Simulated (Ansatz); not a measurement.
The input, for Ansatz 0.2.0:

```yaml
crystal:
  periodic: [false, false, false]
  atoms:
    - {symbol: Al, position_ang: [0.000000, 0.000000, 0.181823]}
    - {symbol: C, position_ang: [0.000000, 0.000000, -3.133203]}
    - {symbol: H, position_ang: [0.000000, 0.000000, 2.951380]}
basis:
  gaussian: {orbitals: 6-31G, fitting: {mean_field: def2-universal-jkfit}}
magnetization: {spin_polarized: true, initial_magnetization: 2}
correlation: {method: mp2, electrons: all}
scf: {lower_state_search: light}
output: {forces: true}
```

```sh
$ ansatz run in.yaml --threads 1 --pin off --events-out ev --progress --plain --max-ram 2393MiB
```

Output:

```
221 factors; integrals over basis functions are off by at most 1.5e-1 eV
mean field evaluation 1: about -7618.2423 eV, gradient 9.3e0 eV
mean field evaluation 2: about -7619.8288 eV, gradient 2.7e0 eV
mean field evaluation 4: about -7620.0202 eV, gradient 8.7e-1 eV
mean field evaluation 8: about -7619.8988 eV, gradient 5.6e-1 eV
mean field evaluation 16: about -7620.3678 eV, gradient 3.4e-1 eV
mean field evaluation 32: about -7619.9144 eV, gradient 2.0e0 eV
mean field evaluation 64: about -7620.0641 eV, gradient 2.7e-1 eV
mean field evaluation 96: about -7619.9855 eV, gradient 2.8e0 eV
mean field evaluation 128: about -7619.9474 eV, gradient 3.1e-2 eV
mean field evaluation 160: about -7620.0202 eV, gradient 8.7e-1 eV
mean field evaluation 192: about -7620.0707 eV, gradient 1.8e0 eV
mean field -7620.60245803 eV, -280.0519749026 hartree, gradient 7.3e-6 eV, S^2 2.723225; 27 other end points of the search recorded, 0 dependent functions left out
reference -7620.60245803 eV, -280.0519749026 hartree; 11, 9 occupied and 13, 15 virtual orbitals, 221 factors
second order -1.46250231 eV of doubles, -0.00000000 eV of singles
the calculation of the forces begins
Total energy: -7622.06496033 eV, -280.1057208711 hartree
Atom 0 at     0.000000     0.000000     0.181823 Å, force    -0.000000    -0.000000     0.208390 eV/Å
Atom 1 at     0.000000     0.000000    -3.133203 Å, force     0.000000     0.000000     0.611865 eV/Å
Atom 2 at     0.000000     0.000000     2.951380 Å, force     0.000000    -0.000000    -0.820255 eV/Å
Dipole moment:     0.000000     0.000000     0.172564 e Å
```

Forces (eV/Å):
```
Al   0.000  0.000  0.208
C    0.000  0.000  0.612
H    0.000  0.000 -0.820
```

Ran on 1 thread of Intel Xeon, shared host: 10 s wall, 0.15 GiB peak host memory.
